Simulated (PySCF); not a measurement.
CH4S.
SMILES: `SC`

All values: CAM-B3LYP/def2-SVPD (PySCF, non-relativistic), on one gas-phase PBE0-D3(BJ)/def2-SVP geometry that isn't relaxed in the solvent. The solvent is an IEF-PCM continuum (cavity from Bondi-type radii × 1.2), and excitations are vertical TDDFT with non-equilibrium linear response and a frozen core. Only the electrostatic response of the medium enters.

```tsv
run	E − E(gas) (kJ/mol)	HOMO (eV)	HOMO–LUMO gap (eV)	dipole (D)	lowest singlet (eV)	static polarisability (au)
gas	0.00	-8.21	9.13	1.58	5.42	36.3
P	-8.99	-8.25	9.33	1.97	5.57	45.1
Q	-5.59	-8.22	9.25	1.82	5.51	41.5
```

**Question.** The runs were made in benzene and chloroform. Which run belongs to which solvent?

**Answer.** P = chloroform, Q = benzene. The dielectric constants are 2.271 (benzene), 4.711 (chloroform), and the energy falls further as ε rises. The optical constants n² used for the excitations are 2.25, 2.09 in the same order. In this model the ground state sees the solvent through ε alone.

**Question.** How constant is the ratio of the lowering to (ε − 1)/(2ε + 1)?

**Answer.** 
```csv
solvent,(ε − 1)/(2ε + 1),E − E(gas) (kJ/mol),ratio (kJ/mol),polarisation term (kJ/mol)
benzene,0.229,-5.59,-24.4,-6.04
chloroform,0.356,-8.99,-25.2,-10.14
```

The ratio changes by +3.5 % in size from benzene to chloroform. The polarisation term is half the interaction of the solute with the induced surface charges.
